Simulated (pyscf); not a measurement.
## Routes from H₂N–NH₂ + GeH₄

Candidate steps break at most two bonds and form at most two. Each was searched with GFN2-xTB (tblite) first. Structures and frequencies: ωB97X-D3(BJ)/def2-SVP in PySCF. Energies: ωB97M-D3(BJ)/def2-TZVP, kJ/mol, from the separated reactants, singlet surface; ΔG‡ with ideal gas, 1 atm, RRHO with modes under 100 cm⁻¹ raised to 100, one conformer, R ln 2 for chiral ones without a mode under 150 cm⁻¹.

```
products                          type    ΔE‡      ΔE  ΔG‡ 298 K  ΔG‡ 900 K  ν‡ (cm⁻¹)
----------------  --------------------  -----  ------  ---------  ---------  ---------
H₂N–NH–GeH₃ + H₂  four-centre exchange  205.9   +30.8      235.1      314.6      1375i
H₂N–GeH₃ + NH₃    four-centre exchange  399.8  -165.8      428.1      503.2      1390i
```

Plain bond fissions and candidates not yet searched are not listed, and one of them may be faster. Each barrier is that of the saddle found; lower ones may exist. A restricted solution here is unstable towards spin polarisation, so biradical character is likely and single-reference numbers are less safe. Elements up to Kr have no core potential and no relativistic terms here.
